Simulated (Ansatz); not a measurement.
A made-up structure of CH5AlB, doublet:

```xyz
8
angstrom
C -0.6684 1.3695 -0.3591
B 0.8942 -1.7249 0.4196
Al 0.0310 0.0534 -0.0483
H -0.9850 1.4775 -1.4014
H -0.1150 2.2619 -0.0500
H -1.5890 1.3436 0.2473
H 1.8933 -2.0018 -0.0781
H 0.3611 -2.4116 1.1725
```

It is relaxed with PBE-D4/def2-SVP and then PBE0-D4/def2-TZVP (Ansatz 0.2.0). Atoms count as bonded within 1.22 times the sum of their covalent radii (H–H: 0.88 Å). The end point is not checked to be a true minimum.

(1) Does its bonding change? (Judge from chemistry; the calculation decides.)

## Answers

(1) The calculation gives: No: no bond forms or breaks.

Where it ends: The first stage lowers the energy by 2.87 eV in 7 steps. It ends as CH₅AlB ([BH2][Al][CH3]):
| atom | x (Å) | y (Å) | z (Å) |
| --- | --- | --- | --- |
| C1 | -0.7921 | 1.5411 | -0.3794 |
| B2 | 0.9815 | -1.8813 | 0.4539 |
| Al3 | 0.0937 | -0.1475 | 0.0252 |
| H4 | -1.0398 | 1.6247 | -1.4408 |
| H5 | -0.1751 | 2.3997 | -0.1017 |
| H6 | -1.7284 | 1.6118 | 0.1840 |
| H7 | 2.0226 | -2.1540 | -0.0714 |
| H8 | 0.4599 | -2.6269 | 1.2327 |

Labels in which every atom is bracketed show which atoms are joined, not bond orders.

For scale, one of the runs: PBE0-D4/def2-TZVP relaxation, 129 basis functions, launched by `ansatz run in.yaml --threads 2 --pin off --events-out ev --progress --plain --max-ram 4352MiB`. The run took about 25 s on 2 CPU threads of an Intel Xeon Platinum 8259CL (shared host).
